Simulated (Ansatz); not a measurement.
`CCNCF` → `[CH]F` + `CCN` at 298.15 K and 1 bar (formal loss of a carbene).

Calculated with Ansatz (gas phase, PBE0-D4/def2-TZVP geometries, no zero-point term in ΔE). CBS: MP2 limit from def2 TZ/QZ plus the TZ coupled-cluster correction, frozen cores. This one scheme is used for every species. One conformer a species, not always the lowest.

| species | CCSD(T)/CBS energy (Eh) | H − E (kJ/mol) | S (J/(mol·K)) |
| --- | --- | --- | --- |
| `CCNCF` | -273.46050 | 319.8 | 325.3 |
| `[CH]F` | -138.29972 | 42.7 | 223.2 |
| `CCN` | -135.01652 | 257.8 | 271.6 |

H − E and S are ideal-gas, rigid-rotor, harmonic terms from PBE0-D4/def2-TZVP, for one conformer and one mirror image of each species. 1 Eh = 2625.50 kJ/mol, R = 8.31446 J/(mol·K).

**Question.** By hand: ΔE, ΔH, ΔS and ΔG.

**Answer.** ΔE = (-138.29972) + (-135.01652) − (-273.46050) = 0.14426 Eh = 378.8 kJ/mol. Δ(H − E) = 42.7 + 257.8 − 319.8 = -19.3, so ΔH = 359.5 kJ/mol. ΔS = 223.2 + 271.6 − 325.3 = 169.5 J/(mol·K). ΔG = 359.5 − 298.15 × (169.5)/1000 = 309.0 kJ/mol.

**Question.** By hand: the equilibrium constant, and the temperature at which ΔG would vanish if ΔH and ΔS stayed fixed.

**Answer.** log₁₀ K = −ΔG/(RT ln 10) = -54.1. ΔG = 0 at ΔH/ΔS = 2121 K.

The number of gas molecules changes by +1, which sets the sign of ΔS. A doubt of 5 kJ/mol in ΔE shifts log₁₀ K by 0.9 here. Other conformers and mirror images would add mixing entropy, several J/(mol·K) or more a flexible species. Modes under 60 cm⁻¹, often nearly free rotors, make the harmonic entropy too high. These are equilibria of isolated gas molecules and say nothing of rates. Largest T1 diagnostic: 0.018 (customary marks: 0.02 for closed shells, 0.045 for open ones).
